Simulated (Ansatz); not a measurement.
# C₂H₄N₂O: basis-set convergence

The task here is to estimate one member of a computed series from the others.

Method: one geometry, several basis sets; program: Ansatz 0.2.0, Gaussian basis.

Levels to be run: PBE0-D4/def2-SVP; ωB97M-V/def2-SVP; PBE0-D4/def2-QZVPP; ωB97M-V/def2-QZVPP; the functionals' def2-TZVPP values are taken from earlier runs.

### The geometry

An earlier PBE0-D4 in a triple-zeta def2 set relaxation fixed the geometry.

9 atoms, charge 0, spin multiplicity 1.

Atoms are counted from 1 here; the program's logs count them from 0.

Bond lengths: N1–C2 1.251 Å, N1–H6 1.020 Å, C2–O3 1.320 Å, C2–C4 1.433 Å, O3–C4 1.613 Å, C4–N5 1.359 Å, C4–H7 1.083 Å, N5–H8 1.007 Å, N5–H9 1.007 Å. Angles: C2–N1–H6 110.7°, N1–C2–O3 142.0°, N1–C2–C4 146.3°, O3–C2–C4 71.6°, C2–O3–C4 57.5°, C2–C4–O3 50.9°, C2–C4–N5 123.3°, C2–C4–H7 119.2°, O3–C4–N5 120.1°, O3–C4–H7 107.3°, N5–C4–H7 116.2°, C4–N5–H8 117.2°, C4–N5–H9 116.8°, H8–N5–H9 114.3°.

The first run:

in.yaml

```yaml
crystal:
  periodic: [false, false, false]
  atoms:
    - {symbol: N, position_ang: [0.790964, 1.902987, 0.023581]}
    - {symbol: C, position_ang: [0.427187, 0.769121, -0.360140]}
    - {symbol: O, position_ang: [-0.166680, 0.151828, -1.364667]}
    - {symbol: C, position_ang: [0.299660, -0.618986, -0.026376]}
    - {symbol: N, position_ang: [-0.627667, -1.095284, 0.844878]}
    - {symbol: H, position_ang: [0.578604, 2.607366, -0.682381]}
    - {symbol: H, position_ang: [1.088410, -1.305712, -0.308421]}
    - {symbol: H, position_ang: [-0.990367, -2.018692, 0.672011]}
    - {symbol: H, position_ang: [-1.311614, -0.438828, 1.184413]}
basis:
  gaussian: {orbitals: def2-SVP}
hamiltonian: {xc: pbe0, dispersion: d4}
output: {orbitals: {seedname: orbitals}}
```

Command:

```sh
> ansatz run in.yaml --threads 2 --pin off --events-out ev --progress --plain --max-ram 4352MiB
```

Steps of the session up to this table: PBE0-D4 in def2-SVP; ωB97M-V in def2-SVP; PBE0-D4 in def2-QZVPP; ωB97M-V in def2-QZVPP.

One table of the session follows, with a row left open; its other results are not shown here.

It belongs to the step «Functionals by basis». 

```
functional       basis  HOMO (eV)  LUMO (eV)
   PBE0-D4    def2-SVP          ?          ?
   PBE0-D4  def2-TZVPP      -7.75       0.36
   PBE0-D4  def2-QZVPP      -7.81       0.12
   ωB97M-V    def2-SVP      -9.79       2.83
   ωB97M-V  def2-TZVPP     -10.05       2.03
   ωB97M-V  def2-QZVPP     -10.11       1.42
```

**Question.** Estimate the row for PBE0-D4, def2-SVP.

As computed: HOMO (eV): -7.51; LUMO (eV): 0.81. In the column «HOMO (eV)» it is the highest.
